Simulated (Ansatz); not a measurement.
2H WS2 was calculated with PBE0 (PAW; Ansatz, a program for electronic structure).

Settings: plane-wave cutoff 500 eV, 12×12×2 k mesh (along the axes of the cell as run), gaussian smearing 0.02 eV, no spin polarisation, scalar-relativistic PAW data made under PBE.

Cell (relaxed with r²SCAN):

WS$_{2}$ is taken in the hexagonal space group P6₃/mmc (No. 194), Pearson symbol hP6. Lattice parameters: a = b = 3.1816 Å, c = 13.0668 Å, α = β = 90.00°, γ = 120.00°. W on 2c has 6 S at 2.410 Å (trigonal prismatic). S on 4f is coordinated by 3 W at 2.410 Å (trigonal pyramidal). (Neighbours: up to the widest gap in distance over summed covalent radii, below 1.35, at either atom; cation-cation and far metal-metal contacts left out.)

### Question
Give the computed band gap.

### Answer

- band gap: 2.40 eV (on the SCF k mesh)

Measured, for comparison: band gap 1.35 eV (room temperature, no zero-point or thermal correction, bulk 2H; as tabulated in Bastos et al. (2019), arXiv:1903.08112).

Note: the cell comes from a level without a dispersion term, which matters for the spacing of layers, chains or molecules; cell and atoms aren't relaxed at this level (largest force component 0.23 eV/Å, pressure -2.3 GPa); the cell has widely spaced layers and the level no dispersion term, so their spacing and the moduli can rest on weak binding.

Spin–orbit coupling is not included.

Static lattice: no zero-point or thermal effects.

The result took about 8 core-minutes (a rough figure).
